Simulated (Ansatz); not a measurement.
Si(Cl)4 cation (Cl4Si), SMILES Cl[Si](Cl)(Cl)Cl (connectivity only; charge and spin as stated), charge +1, multiplicity 2.

Coordinates come from a PBE-D3(BJ)/def2-SVP optimisation. The multiplicity is an assumed one; other spin states were not compared. The isomer is the one that the SMILES or the coordinates give; other isomers of the formula were not compared.

Two levels are set side by side: PBE/def2-SVPD (Ansatz, an electronic-structure program) and CAM-B3LYP/def2-SVPD (Ansatz). Energy differences of separate SCF runs at the same geometry; the states with an electron removed or added have multiplicity 3 and 1. Differences are taken from unrounded values.

```
quantity                         CAM-B3LYP    PBE  PBE minus CAM-B3LYP
-------------------------------  ---------  -----  -------------------
vertical ionisation energy (eV)      16.91  16.48                -0.43
vertical electron affinity (eV)      11.94  10.94                -1.00
```
